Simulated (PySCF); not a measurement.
Breaking a bond: SMILES CN (CH5N). The N2–H7 bond (N2 also carries C, H; H7 carries nothing else) is varied alone, starting from the PBE0/def2-TZVP optimised geometry.

- RKS-PBE = PySCF 2.14.0 with restricted PBE/cc-pVDZ
- UKS-PBE = unrestricted PBE/cc-pVDZ (PySCF 2.14.0)
- RKS-M06-2X = restricted M06-2X/cc-pVDZ (PySCF)
- UCCSD(T) = CCSD(T) on UHF/cc-pVDZ, 2 core orbitals frozen (PySCF)

Energies relative to the lowest point of each curve near equilibrium, in kcal/mol; the last columns give the difference from UCCSD(T):

| R / Å | RKS-PBE | UKS-PBE | RKS-M06-2X | UCCSD(T) | RKS-PBE − UCCSD(T) | UKS-PBE − UCCSD(T) | RKS-M06-2X − UCCSD(T) |
|---|---|---|---|---|---|---|---|
| 0.75 | 71.7 | 71.7 | 69.7 | 71.9 | -0.2 | -0.2 | -2.3 |
| 0.81 | 37.6 | 37.6 | 35.9 | 37.4 | 0.2 | 0.2 | -1.5 |
| 0.85 | 22.6 | 22.6 | 21.3 | 22.3 | 0.3 | 0.3 | -1.0 |
| 0.92 | 7.0 | 7.0 | 6.1 | 6.6 | 0.4 | 0.4 | -0.5 |
| 0.96 | 2.5 | 2.5 | 2.0 | 2.2 | 0.3 | 0.3 | -0.2 |
| 0.98 | 1.1 | 1.1 | 0.8 | 0.9 | 0.2 | 0.2 | -0.1 |
| 1.01 | 0.1 | 0.1 | 0.0 | 0.0 | 0.1 | 0.1 | 0.0 |
| 1.04 | 0.0 | 0.0 | 0.2 | 0.1 | -0.1 | -0.1 | 0.1 |
| 1.07 | 0.7 | 0.7 | 1.2 | 0.9 | -0.2 | -0.2 | 0.2 |
| 1.12 | 3.2 | 3.2 | 4.2 | 3.8 | -0.5 | -0.5 | 0.4 |
| 1.18 | 7.9 | 7.9 | 9.5 | 8.9 | -1.0 | -1.0 | 0.6 |
| 1.25 | 14.8 | 14.8 | 17.2 | 16.3 | -1.5 | -1.5 | 0.9 |
| 1.38 | 29.5 | 29.5 | 33.6 | 31.7 | -2.3 | -2.3 | 1.9 |
| 1.51 | 44.4 | 44.4 | 50.5 | 47.3 | -3.0 | -3.0 | 3.2 |
| 1.66 | 60.3 | 60.3 | 69.0 | 63.6 | -3.3 | -3.3 | 5.3 |
| 1.83 | 75.9 | 75.9 | 87.5 | 78.6 | -2.7 | -2.7 | 8.9 |
| 2.00 | 88.8 | 87.1 | 103.5 | 89.6 | -0.7 | -2.5 | 14.0 |
| 2.22 | 102.0 | 94.7 | 120.7 | 96.9 | 5.1 | -2.2 | 23.8 |
| 2.48 | 113.6 | 98.8 | 136.7 | 99.7 | 13.9 | -0.8 | 37.0 |
| 2.71 | 121.0 | 100.5 | 147.5 | 100.4 | 20.6 | 0.1 | 47.1 |
| 3.04 | 128.5 | 101.6 | 159.3 | 100.8 | 27.7 | 0.8 | 58.5 |
| 3.54 | 135.2 | 102.2 | 171.1 | 101.1 | 34.1 | 1.1 | 70.0 |

RKS-PBE is furthest from UCCSD(T) at 3.54 (34.1 kcal/mol, above); its mean absolute difference over the points is 5.4 kcal/mol.

UKS-PBE is furthest from UCCSD(T) at 1.66 (-3.3 kcal/mol, below); its mean absolute difference over the points is 1.1 kcal/mol.

RKS-M06-2X is furthest from UCCSD(T) at 3.54 (70.0 kcal/mol, above); its mean absolute difference over the points is 12.6 kcal/mol.

The restricted form behind RKS-PBE, RKS-M06-2X keeps the bonding electrons paired and can't separate into open-shell fragments. The unrestricted determinant behind UKS-PBE is spin-contaminated at 2.00 to 3.54 Å (<S²> up to 1.0, against 0.00 for a pure singlet). At the longest distance RKS-M06-2X leaves fractional charges on the fragments, a sign of delocalisation error or of the restricted form. The unrestricted determinant behind UCCSD(T) is spin-contaminated at 1.51 to 3.54 Å (<S²> up to 1.0, against 0.00 for a pure singlet).
